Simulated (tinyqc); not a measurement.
Worked calculation: FCI on RHF in the sto-3g basis, for HF, spin multiplicity 1. Computed by tinyqc, a small Python program that keeps every step (integrals from PySCF). Settings: charge = 0, multiplicity = 1, basis = sto-3g, method = RHF, energy threshold = 1e-10, iteration cap = 63, orthogonalisation = symmetric, start = atomic densities, DIIS depth = 6, ci = FCI. Command: `OMP_NUM_THREADS=1 python tinyqc.py 29982 29983 out.jsonl` (the two numbers bound the seeds that draw the settings). One thread of a shared host (Intel(R) Xeon(R) Processor @ 2.60GHz), about 0.1 s of CPU time with the checks. The early iterations of the SCF are left out here.

## One-electron integrals

Geometry (angstrom):
```
atom         x         y         z
F     0.000000  0.000000  0.000000
H     0.000000  0.000000  0.995000
```

Basis sto-3g: exponents (1/bohr^2) and contraction coefficients of normalised primitives:
```
element  l (shell)    exponent  coefficient
F            s (1)  166.679130     0.154329
F            s (1)   30.360812     0.535328
F            s (1)    8.216821     0.444635
F            s (2)    6.464803    -0.099967
F            s (2)    1.502281     0.399513
F            s (2)    0.488588     0.700115
F            p (3)    6.464803     0.155916
F            p (3)    1.502281     0.607684
F            p (3)    0.488588     0.391957
H            s (1)    3.425251     0.154329
H            s (1)    0.623914     0.535328
H            s (1)    0.168855     0.444635
```

Overlap, kinetic and nuclear-attraction integrals over the contracted functions; the nuclear repulsion is the sum of Za Zb / Rab.

nuclear repulsion = 4.78652754 hartree

overlap S:
```
           1F 1s     1F 2s    1F 2px    1F 2py    1F 2pz     2H 1s
1F 1s   1.000000  0.237990  0.000000  0.000000  0.000000  0.041065
1F 2s   0.237990  1.000000  0.000000  0.000000  0.000000  0.398262
1F 2px  0.000000  0.000000  1.000000  0.000000  0.000000  0.000000
1F 2py  0.000000  0.000000  0.000000  1.000000  0.000000  0.000000
1F 2pz  0.000000  0.000000  0.000000  0.000000  1.000000  0.321479
2H 1s   0.041065  0.398262  0.000000  0.000000  0.321479  1.000000
```

kinetic energy T (hartree):
```
            1F 1s      1F 2s    1F 2px    1F 2py    1F 2pz      2H 1s
1F 1s   36.984577  -0.212858  0.000000  0.000000  0.000000  -0.004481
1F 2s   -0.212858   1.037995  0.000000  0.000000  0.000000   0.090664
1F 2px   0.000000   0.000000  3.248015  0.000000  0.000000   0.000000
1F 2py   0.000000   0.000000  0.000000  3.248015  0.000000   0.000000
1F 2pz   0.000000   0.000000  0.000000  0.000000  3.248015   0.216663
2H 1s   -0.004481   0.090664  0.000000  0.000000  0.216663   0.760032
```

nuclear attraction V (hartree):
```
             1F 1s       1F 2s      1F 2px      1F 2py      1F 2pz      2H 1s
1F 1s   -77.541416   -9.303380    0.000000    0.000000   -0.012789  -1.650826
1F 2s    -9.303380  -12.070755    0.000000    0.000000   -0.155661  -3.647597
1F 2px    0.000000    0.000000  -11.946035    0.000000    0.000000   0.000000
1F 2py    0.000000    0.000000    0.000000  -11.946035    0.000000   0.000000
1F 2pz   -0.012789   -0.155661    0.000000    0.000000  -12.041768  -2.595040
2H 1s    -1.650826   -3.647597    0.000000    0.000000   -2.595040  -5.863123
```

core Hamiltonian H = T + V (hartree):
```
             1F 1s       1F 2s     1F 2px     1F 2py     1F 2pz      2H 1s
1F 1s   -40.556839   -9.516238   0.000000   0.000000  -0.012789  -1.655307
1F 2s    -9.516238  -11.032760   0.000000   0.000000  -0.155661  -3.556933
1F 2px    0.000000    0.000000  -8.698021   0.000000   0.000000   0.000000
1F 2py    0.000000    0.000000   0.000000  -8.698021   0.000000   0.000000
1F 2pz   -0.012789   -0.155661   0.000000   0.000000  -8.793753  -2.378377
2H 1s    -1.655307   -3.556933   0.000000   0.000000  -2.378377  -5.103091
```

## Two-electron integrals

Functions are numbered as in S; the eight-fold symmetry (ij|kl) = (ji|kl) = (kl|ij) leaves the list below.

Two-electron integrals (ij|kl) in chemists' order, unique and non-zero (hartree):
```
(11|11) 5.403501   (21|11) 0.841920   (21|21) 0.156299   (22|11) 1.268028
(22|21) 0.292344   (22|22) 0.926167   (31|31) 0.027998   (32|31) 0.043169
(32|32) 0.204588   (33|11) 1.264502   (33|21) 0.292403   (33|22) 0.925959
(33|33) 0.997514   (41|41) 0.027998   (42|41) 0.043169   (42|42) 0.204588
(43|43) 0.053770   (44|11) 1.264502   (44|21) 0.292403   (44|22) 0.925959
(44|33) 0.889973   (44|44) 0.997514   (51|51) 0.027998   (52|51) 0.043169
(52|52) 0.204588   (53|53) 0.053770   (54|54) 0.053770   (55|11) 1.264502
(55|21) 0.292403   (55|22) 0.925959   (55|33) 0.889973   (55|44) 0.889973
(55|55) 0.997514   (61|11) 0.147473   (61|21) 0.027142   (61|22) 0.050427
(61|33) 0.050351   (61|44) 0.050351   (61|51) 0.001115   (61|52) 0.002087
(61|55) 0.050588   (61|61) 0.004762   (62|11) 0.367132   (62|21) 0.085752
(62|22) 0.302358   (62|33) 0.297977   (62|44) 0.297977   (62|51) 0.005840
(62|52) 0.045247   (62|55) 0.310826   (62|61) 0.015102   (62|62) 0.120696
(63|31) 0.009053   (63|32) 0.053353   (63|53) 0.009567   (63|63) 0.018042
(64|41) 0.009053   (64|42) 0.053353   (64|54) 0.009567   (64|64) 0.018042
(65|11) 0.247108   (65|21) 0.058467   (65|22) 0.220701   (65|33) 0.211210
(65|44) 0.211210   (65|51) 0.012539   (65|52) 0.084746   (65|55) 0.239431
(65|61) 0.010737   (65|62) 0.108002   (65|65) 0.113955   (66|11) 0.514681
(66|21) 0.122193   (66|22) 0.496456   (66|33) 0.479296   (66|44) 0.479296
(66|51) 0.010643   (66|52) 0.115593   (66|55) 0.530199   (66|61) 0.021666
(66|62) 0.251895   (66|65) 0.261851   (66|66) 0.774606
```

## Orthogonalisation

S = U s U^T; symmetric (Loewdin) form X = U s^(-1/2) U^T, so that X^T S X = 1.

eigenvalues of S: 0.465974  0.845752  1.000000  1.000000  1.126495  1.561779

X:
```
            1F 1s      1F 2s    1F 2px    1F 2py     1F 2pz      2H 1s
1F 1s    1.023107  -0.131315  0.000000  0.000000  -0.006215   0.020514
1F 2s   -0.131315   1.099790  0.000000  0.000000   0.061258  -0.245455
1F 2px   0.000000   0.000000  1.000000  0.000000   0.000000   0.000000
1F 2py   0.000000   0.000000  0.000000  1.000000   0.000000   0.000000
1F 2pz  -0.006215   0.061258  0.000000  0.000000   1.048344  -0.194419
2H 1s    0.020514  -0.245455  0.000000  0.000000  -0.194419   1.123438
```

## Iteration 7 (converged): orbitals

converged F (hartree):
```
             1F 1s      1F 2s     1F 2px     1F 2py     1F 2pz      2H 1s
1F 1s   -25.897494  -6.623272   0.000000   0.000000  -0.021733  -1.162111
1F 2s    -6.623272  -3.035938   0.000000   0.000000  -0.074417  -1.003958
1F 2px    0.000000   0.000000  -0.462438   0.000000   0.000000   0.000000
1F 2py    0.000000   0.000000   0.000000  -0.462438   0.000000   0.000000
1F 2pz   -0.021733  -0.074417   0.000000   0.000000  -0.316325  -0.542732
2H 1s    -1.162111  -1.003958   0.000000   0.000000  -0.542732  -0.499190
```

Diagonalise F' = X^T F X, C = X C', fill 5 alpha and 5 beta electrons from the bottom; D = 2 C_occ C_occ^T. Each column has its largest component positive (the first on a tie).

F' = X^T F X (hartree):
```
            1          2          3          4          5          6
1  -25.424148  -3.408172   0.000000   0.000000  -0.048314  -0.146941
2   -3.408172  -1.763094   0.000000   0.000000   0.090106  -0.502611
3    0.000000   0.000000  -0.462438   0.000000   0.000000   0.000000
4    0.000000   0.000000   0.000000  -0.462438   0.000000   0.000000
5   -0.048314   0.090106   0.000000   0.000000  -0.140800  -0.540401
6   -0.146941  -0.502611   0.000000   0.000000  -0.540401  -0.038818
```

orbital energies (hartree): MO1 -25.907144, MO2 -1.449856, MO3 -0.561513, MO4 -0.462438, MO5 -0.462438, MO6 0.551652

coefficients C:
```
              MO1        MO2        MO3        MO4       MO5        MO6
1F 1s    0.994790  -0.252100   0.073986   0.000000  0.000000   0.076263
1F 2s    0.021919   0.956479  -0.386868   0.000000  0.000000  -0.475166
1F 2px   0.000000   0.000000   0.000000  -0.520157  0.854071   0.000000
1F 2py   0.000000   0.000000   0.000000   0.854071  0.520157   0.000000
1F 2pz   0.002408   0.067574   0.694580   0.000000  0.000000  -0.808456
2H 1s   -0.004927   0.142208   0.545209   0.000000  0.000000   1.021314
```

D after iteration 7:
```
            1F 1s      1F 2s    1F 2px    1F 2py     1F 2pz      2H 1s
1F 1s    2.117271  -0.495892  0.000000  0.000000   0.073498  -0.000828
1F 2s   -0.495892   2.129997  0.000000  0.000000  -0.408049  -0.150025
1F 2px   0.000000   0.000000  2.000000  0.000000   0.000000   0.000000
1F 2py   0.000000   0.000000  0.000000  2.000000   0.000000   0.000000
1F 2pz   0.073498  -0.408049  0.000000  0.000000   0.974026   0.776577
2H 1s   -0.000828  -0.150025  0.000000  0.000000   0.776577   0.635000
```

Within a degenerate level the vectors are fixed only up to a rotation; this is one choice.

## Convergence

Stop when the energy changes by less than 1e-10 hartree and every element of the error matrix X^T (F D S - S D F) X is below 3e-06.

Course of the cycle:
```
iteration   E (hartree)     change  largest element of the error matrix
1          -99.35628249          -                             1.20e+00
2          -98.53338584   8.23e-01                             2.55e-01
3          -98.57029845  -3.69e-02                             2.78e-02
4          -98.57096363  -6.65e-04                             3.60e-03
5          -98.57097163  -8.00e-06                             6.84e-05
6          -98.57097163  -2.55e-09                             1.64e-06
7          -98.57097163  -1.31e-12                             1.10e-08
```

PySCF RHF in the same basis = -98.57097163 hartree

Converged in 7 iterations.

## Integrals over molecular orbitals

(pq|rs) = sum C_ip C_jq C_kr C_ls (ij|kl), one index at a time.

one-electron integrals over orbitals h = C^T H C (hartree):
```
            1          2          3          4          5          6
1  -40.538835   0.707860  -0.198062   0.000000   0.000000  -0.208053
2    0.707860  -9.139322   0.560181   0.000000   0.000000   1.105069
3   -0.198062   0.560181  -7.439911   0.000000   0.000000   1.951724
4    0.000000   0.000000   0.000000  -8.698021   0.000000   0.000000
5    0.000000   0.000000   0.000000   0.000000  -8.698021   0.000000
6   -0.208053   1.105069   1.951724   0.000000   0.000000  -6.103718
```

Two-electron integrals over orbitals (pq|rs), unique and non-zero (hartree):
```
(11|11) 5.362937    (21|11) -0.508717   (21|21) 0.076258    (22|11) 1.206934
(22|21) -0.020502   (22|22) 0.858348    (31|11) 0.148720    (31|21) -0.020713
(31|22) 0.011740    (31|31) 0.021740    (32|11) -0.142669   (32|21) 0.007904
(32|22) -0.027610   (32|31) 0.020891    (32|32) 0.154376    (33|11) 0.978008
(33|21) -0.010405   (33|22) 0.743263    (33|31) -0.004666   (33|32) -0.040645
(33|33) 0.746413    (41|41) 0.029588    (42|41) 0.039307    (42|42) 0.182787
(43|41) -0.010550   (43|42) -0.040003   (43|43) 0.045075    (44|11) 1.264011
(44|21) -0.014582   (44|22) 0.881734    (44|31) 0.004333    (44|32) -0.076827
(44|33) 0.738927    (44|44) 0.997514    (51|51) 0.029588    (52|51) 0.039307
(52|52) 0.182787    (53|51) -0.010550   (53|52) -0.040003   (53|53) 0.045075
(54|54) 0.053770    (55|11) 1.264011    (55|21) -0.014582   (55|22) 0.881734
(55|31) 0.004333    (55|32) -0.076827   (55|33) 0.738927    (55|44) 0.889973
(55|55) 0.997514    (61|11) 0.154527    (61|21) -0.024999   (61|22) 0.000953
(61|31) -0.009391   (61|32) -0.024817   (61|33) 0.010898    (61|44) 0.004282
(61|55) 0.004282    (61|61) 0.024468    (62|11) -0.225989   (62|21) 0.005146
(62|22) -0.121053   (62|31) -0.020171   (62|32) -0.052938   (62|33) -0.033329
(62|44) -0.118974   (62|55) -0.118974   (62|61) 0.016506    (62|62) 0.095312
(63|11) -0.370626   (63|21) 0.006422    (63|22) -0.180674   (63|31) 0.002079
(63|32) 0.093837    (63|33) -0.117451   (63|44) -0.206723   (63|55) -0.206723
(63|61) -0.006192   (63|62) 0.053362    (63|63) 0.188219    (64|41) -0.009960
(64|42) -0.039677   (64|43) -0.016444   (64|64) 0.031018    (65|51) -0.009960
(65|52) -0.039677   (65|53) -0.016444   (65|65) 0.031018    (66|11) 0.878324
(66|21) -0.009059   (66|22) 0.673341    (66|31) 0.014719    (66|32) 0.065978
(66|33) 0.667630    (66|44) 0.646703    (66|55) 0.646703    (66|61) -0.009315
(66|62) -0.064810   (66|63) -0.016744   (66|66) 0.707894
```

## FCI: determinants and Hamiltonian

Hartree-Fock energy = -98.57097163 hartree

Slater-Condon rules over spin orbitals, with the nuclear repulsion added and E(HF) subtracted on the diagonal. Only determinants linked to the reference directly or through others are kept (one block of an abelian symmetry group), so some states are absent.

Occupation strings over the orbitals (2 doubly, a alpha, b beta, 0 empty; spin orbitals ordered 1a 1b 2a 2b ...): 222220 22a22b 2a222b a2222b 22b22a 2b222a b2222a 222202 222022 220222 2ab222 a2b222 2ba222 202222 ab2222 b2a222 ba2222 022222

H - E(HF) between determinants (hartree):
```
           222220     22a22b     2a222b     a2222b     22b22a     2b222a     b2222a     222202
222220   0.000000   0.000000   0.000000   0.000000   0.000000   0.000000   0.000000   0.031018
22a22b   0.000000   0.633754  -0.012616  -0.020911  -0.188219  -0.053362   0.006192   0.016444
2a222b   0.000000  -0.012616   1.423478   0.025566  -0.053362  -0.095312  -0.016506   0.039677
a2222b   0.000000  -0.020911   0.025566  25.604940   0.006192  -0.016506  -0.024468   0.009960
22b22a   0.000000  -0.188219  -0.053362   0.006192   0.633754  -0.012616  -0.020911  -0.016444
2b222a   0.000000  -0.053362  -0.095312  -0.016506  -0.012616   1.423478   0.025566  -0.039677
b2222a   0.000000   0.006192  -0.016506  -0.024468  -0.020911   0.025566  25.604940  -0.009960
222202   0.031018   0.016444   0.039677   0.009960  -0.016444  -0.039677  -0.009960   1.208812
222022   0.031018   0.016444   0.039677   0.009960  -0.016444  -0.039677  -0.009960   0.053770
220222   0.188219   0.100707  -0.093837  -0.002079  -0.100707   0.093837   0.002079   0.045075
2ab222  -0.053362   0.093837  -0.163930   0.006422  -0.031481   0.052938   0.020171   0.040003
a2b222   0.006192   0.002079   0.006422  -0.353882  -0.020213   0.024817   0.009391   0.010550
2ba222   0.053362  -0.031481   0.052938   0.020171   0.093837  -0.163930   0.006422  -0.040003
202222   0.095312   0.052938   0.056242  -0.005146  -0.052938  -0.056242   0.005146   0.182787
ab2222  -0.016506  -0.020171   0.005146  -0.161179   0.024817  -0.010268   0.024999  -0.039307
b2a222  -0.006192  -0.020213   0.024817   0.009391   0.002079   0.006422  -0.353882  -0.010550
ba2222   0.016506   0.024817  -0.010268   0.024999  -0.020171   0.005146  -0.161179   0.039307
022222   0.024468   0.009391   0.024999  -0.163842  -0.009391  -0.024999   0.163842   0.029588

           222022     220222     2ab222     a2b222     2ba222     202222     ab2222     b2a222
222220   0.031018   0.188219  -0.053362   0.006192   0.053362   0.095312  -0.016506  -0.006192
22a22b   0.016444   0.100707   0.093837   0.002079  -0.031481   0.052938  -0.020171  -0.020213
2a222b   0.039677  -0.093837  -0.163930   0.006422   0.052938   0.056242   0.005146   0.024817
a2222b   0.009960  -0.002079   0.006422  -0.353882   0.020171  -0.005146  -0.161179   0.009391
22b22a  -0.016444  -0.100707  -0.031481  -0.020213   0.093837  -0.052938   0.024817   0.002079
2b222a  -0.039677   0.093837   0.052938   0.024817  -0.163930  -0.056242  -0.010268   0.006422
b2222a  -0.009960   0.002079   0.020171   0.009391   0.006422   0.005146   0.024999  -0.353882
222202   0.053770   0.045075   0.040003   0.010550  -0.040003   0.182787  -0.039307  -0.010550
222022   1.208812   0.045075   0.040003   0.010550  -0.040003   0.182787  -0.039307  -0.010550
220222   0.045075   1.386555   0.119239   0.040296  -0.119239   0.154376  -0.020891  -0.040296
2ab222   0.040003   0.119239   2.167418   0.024220  -0.154376   0.106204   0.007904  -0.020891
a2b222   0.010550   0.040296   0.024220  26.378642  -0.020891  -0.007904  -0.221263  -0.021740
2ba222  -0.040003  -0.119239  -0.154376  -0.020891   2.167418  -0.106204   0.023890   0.024220
202222   0.182787   0.154376   0.106204  -0.007904  -0.106204   3.066515  -0.014123   0.007904
ab2222  -0.039307  -0.020891   0.007904  -0.221263   0.023890  -0.014123  27.391581   0.020713
b2a222  -0.010550  -0.040296  -0.020891  -0.021740   0.024220   0.007904   0.020713  26.378642
ba2222   0.039307   0.020891   0.023890   0.020713   0.007904   0.014123  -0.076258  -0.221263
022222   0.029588   0.021740   0.020713  -0.113089  -0.020713   0.076258   0.474092   0.113089

           ba2222     022222
222220   0.016506   0.024468
22a22b   0.024817   0.009391
2a222b  -0.010268   0.024999
a2222b   0.024999  -0.163842
22b22a  -0.020171  -0.009391
2b222a   0.005146  -0.024999
b2222a  -0.161179   0.163842
222202   0.039307   0.029588
222022   0.039307   0.029588
220222   0.020891   0.021740
2ab222   0.023890   0.020713
a2b222   0.020713  -0.113089
2ba222   0.007904  -0.020713
202222   0.014123   0.076258
ab2222  -0.076258   0.474092
b2a222  -0.221263   0.113089
ba2222  27.391581  -0.474092
022222  -0.474092  55.524064
```

## FCI: roots

Diagonalise (each vector has its largest component positive (the first on a tie)); all determinants have Ms = 0, so triplets appear too. The lowest singlet root is the correlation energy.

lowest roots of this matrix, relative to E(HF) (hartree): -0.032330  0.438744  0.775772  1.155041  1.180015  1.314086  1.371264  1.525800

lowest vectors:
```
           root 1     root 2     root 3     root 4
222220   0.989162   0.000000  -0.045702   0.000000
22a22b   0.013816   0.704967   0.683515   0.000000
2a222b  -0.002554   0.049223  -0.079031   0.000000
a2222b   0.000033   0.000426   0.000836   0.000000
22b22a  -0.013816   0.704967  -0.683515   0.000000
2b222a   0.002554   0.049223   0.079031   0.000000
b2222a  -0.000033   0.000426  -0.000836   0.000000
222202  -0.017615   0.000000   0.000477   0.707107
222022  -0.017615   0.000000   0.000477  -0.707107
220222  -0.134791   0.000000  -0.213917   0.000000
2ab222   0.029970  -0.024459  -0.051109   0.000000
a2b222  -0.000081   0.000442  -0.000195   0.000000
2ba222  -0.029970  -0.024459   0.051109   0.000000
202222  -0.024051   0.000000  -0.006715   0.000000
ab2222   0.000476  -0.000078   0.000974   0.000000
b2a222   0.000081   0.000442   0.000195   0.000000
ba2222  -0.000476  -0.000078  -0.000974   0.000000
022222  -0.000364   0.000000  -0.000022   0.000000
```

<S^2> of these roots: 0.000000  2.000000  0.000000  0.000000  0.000000  2.000000  0.000000  0.000000

weight of the ground state by excitation level 0, 1, 2, ...: 0.978440  0.000395  0.021165
